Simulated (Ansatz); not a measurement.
Computed with Ansatz.

Thiophene (`c1ccsc1`) at its PBE0-D4/def2-TZVP geometry, where that method's forces vanish. The species carries charge 0 and has multiplicity 1.

| atom | x (Å) | y (Å) | z (Å) |
| --- | --- | --- | --- |
| C1 | 0.5313 | 0.8301 | -0.1318 |
| C2 | 0.5264 | -0.4667 | -0.7027 |
| C3 | -0.4306 | -1.2715 | -0.1587 |
| S4 | -1.3217 | -0.4542 | 1.0430 |
| C5 | -0.4222 | 0.9784 | 0.8317 |
| H6 | 1.2120 | 1.6191 | -0.4226 |
| H7 | 1.2029 | -0.7893 | -1.4829 |
| H8 | -0.6567 | -2.2984 | -0.4015 |
| H9 | -0.6412 | 1.8524 | 1.4257 |

(1) For each bond, give half the difference of the two atoms' forces along it (eV/Å; positive pushes the atoms apart) under PBE-D4, r2SCAN-D4, B3LYP-D4, ωB97M-V in def2-TZVPP. (Estimate.)

## Answers

(1) The calculation gave: 
```
 bond  length (Å)  PBE-D4  r2SCAN-D4  B3LYP-D4  ωB97M-V
C1–C2       1.417   -0.07      -0.03      0.16     0.26
C1–C5       1.364    0.35       0.23      0.11    -0.07
C1–H6       1.082   -0.02      -0.10     -0.17    -0.12
C2–C3       1.364    0.35       0.23      0.11    -0.07
C2–H7       1.082   -0.02      -0.10     -0.17    -0.12
C3–S4       1.705    0.24       0.15      0.30     0.11
C3–H8       1.079   -0.06      -0.15     -0.20    -0.06
S4–C5       1.705    0.24       0.15      0.30     0.11
C5–H9       1.079   -0.06      -0.15     -0.20    -0.06
```

B3LYP here is the variant with VWN-RPA as its local correlation; programs differ in this.
